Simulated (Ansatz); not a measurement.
Solid bromine was calculated with PBE0-D4 (Ansatz, a quantum-chemistry and plane-wave program, PAW).

The cell is the one relaxed with PBE-D4: a = 6.938 Å, b = 4.145 Å, c = 8.575 Å, α = 90.00°, β = 90.00°, γ = 90.00°.

Task: Estimate the lattice energy that the calculation returns.

Result: 
* **lattice energy**: 47 kJ/mol

The computed numbers hold no vibrational or temperature effects.
